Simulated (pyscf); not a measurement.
PySCF, gas phase, ωB97X-D3(BJ)/def2-SVP geometries. MP2 and CC: frozen core, UHF for open shells. ΔMP2 is the change of the MP2 total energy from the triple- to the quadruple-zeta basis.

SMILES: C=CF
```xyz
6

C      0.4402    -0.3980    -0.2246
C      0.1408     0.8925    -0.1573
F     -0.5062     1.5327    -1.1362
H      0.1636    -0.9949    -1.0975
H      0.9707    -0.8705     0.6040
H      0.3838     1.5540     0.6818
```

**Question.** List the bond dissociation enthalpies at 298 K of H₂C=CH–F from CCSD(T)/def2-TZVPP + ΔMP2(QZVPP), from the weakest bond up.

**Answer.** C–H to H₂C=C•–F + H•: 112.6 kcal/mol; C–H to •HC=CH–F + H•: 115.5 kcal/mol; C–F to •HC=CH₂ + F•: 123.4 kcal/mol. Ring and multiple bonds, and those that leave no two simple radicals, are not listed. The radicals are drawn with the spin at the cut bond; how far it spreads was not checked. Other isomers of •HC=CH–F, •HC=CH₂, H₂C=C•–F were not searched in full and may lie lower. The CCSD(T) − MP2 part came from Ansatz, without density fitting, on the same reference. A UHF reference is spin-contaminated (<S²> up to 0.96), which harms MP2 most. Left out: the spin-orbit lowering of F.
